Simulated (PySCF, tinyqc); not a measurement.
Worked calculation: MP2 on RHF in the sto-3g basis, frozen core, for CH2, spin multiplicity 1. The lowest restricted solution is unstable here: a spin-polarised one lies 0.0366 hartree lower (PySCF). One step of it, computed by the program tinyqc.

Task: Orthogonalisation. S = U s U^T; symmetric (Loewdin) form X = U s^(-1/2) U^T, so that X^T S X = 1.

overlap S:
```
           1C 1s     1C 2s    1C 2px     1C 2py    1C 2pz     2H 1s      3H 1s
1C 1s   1.000000  0.248362  0.000000   0.000000  0.000000  0.052898   0.044084
1C 2s   0.248362  1.000000  0.000000   0.000000  0.000000  0.451231   0.408780
1C 2px  0.000000  0.000000  1.000000   0.000000  0.000000  0.000000   0.000000
1C 2py  0.000000  0.000000  0.000000   1.000000  0.000000  0.385849  -0.360012
1C 2pz  0.000000  0.000000  0.000000   0.000000  1.000000  0.216182   0.201487
2H 1s   0.052898  0.451231  0.000000   0.385849  0.216182  1.000000   0.102082
3H 1s   0.044084  0.408780  0.000000  -0.360012  0.201487  0.102082   1.000000
```

Give: eigenvalues of S; X.

Result:

eigenvalues of S: 0.342  0.427  0.880  1.000  1.089  1.477  1.785

X:
```
         1C 1s   1C 2s  1C 2px  1C 2py  1C 2pz   2H 1s   3H 1s
1C 1s    1.027  -0.150   0.000  -0.001  -0.010   0.025   0.024
1C 2s   -0.150   1.224   0.000   0.020   0.095  -0.309  -0.263
1C 2px   0.000   0.000   1.000   0.000   0.000   0.000   0.000
1C 2py  -0.001   0.020   0.000   1.150   0.009  -0.271   0.239
1C 2pz  -0.010   0.095   0.000   0.009   1.045  -0.145  -0.127
2H 1s    0.025  -0.309   0.000  -0.271  -0.145   1.218  -0.025
3H 1s    0.024  -0.263   0.000   0.239  -0.127  -0.025   1.172
```
